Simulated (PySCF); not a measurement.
**MgF from Hartree–Fock to correlated methods**

State: ²Σ⁺ (doublet), unpaired electrons σ ↑. Set-up: basis Mg 3-21G, F 3-21G; no relativity; PySCF 2.14. De refers to Mg + F in their high-spin ground configurations, without counterpoise correction. The functionals are run spin-unrestricted. A positive dipole means Mg(−)F(+).

```
      Level  Re (Å)  ωe (cm⁻¹)  De (eV)  μ (D)  CPU s a point (SCF and correlation, without the integrals)
        UHF   1.730        797     2.79  -2.80                                                       0.082
    UHF-MP2   1.747        771     3.67    n/a                                                        0.11
UHF-SCS-MP2   1.747        771     3.49    n/a                                                         n/a
   UHF-CCSD   1.746        770     3.18    n/a                                                         n/a
UHF-CCSD(T)   1.750        761     3.24    n/a                                                         0.7
        PBE   1.769        712     4.37  -1.85                                                        0.34
     r²SCAN   1.754        743     4.37  -2.06                                                        0.46
      M06-L   1.763        730     4.21  -1.76                                                        0.55
      TPSSh   1.758        732     4.11  -2.02                                                        0.52
       PBE0   1.748        749     3.99  -2.22                                                        0.46
  BHandHLYP   1.732        779     3.58  -2.53                                                        0.28
  CAM-B3LYP   1.738        767     4.02  -2.24                                                        0.48
```

Problem. Which functional lies closest to UHF-CCSD(T) in De, which farthest, and by how much do they differ from it?

Solution. Closest is BHandHLYP (-1.8 pm in Re, +2.4 % in ωe, +0.34 eV in De against UHF-CCSD(T) in the same basis), farthest PBE (+1.9 pm in Re, -6.4 % in ωe, +1.13 eV in De). CCSD(T) converges more slowly with the basis than the functionals do and binds too weakly in this one, so the order can change at the basis-set limit.

Problem. What does a quarter of exact exchange do here, going from PBE to PBE0?

Solution. PBE0 less PBE: -2.1 pm in Re, +5.2 % in ωe, -0.38 eV in De. Exact exchange removes part of the self-interaction that spreads semilocal densities, and in most molecules shortens and stiffens the bond and lowers De; so it does here.

Problem. What does the step from GGA to meta-GGA do here, going from PBE to r²SCAN?

Solution. r²SCAN less PBE: -1.5 pm in Re, +4.4 % in ωe, +0.00 eV in De. 

Correlated steps freeze 2 core orbitals. 3-21G is very small, so such numbers show the basis as much as the molecule. The state is the lowest determinant that a PBE0 search found; another state may lie lower at other levels.

The whole job (state search and all levels along the bond) took about 0.86 min on 1 thread of Arm Neoverse N1 (shared host), peak memory 0.31 GiB.
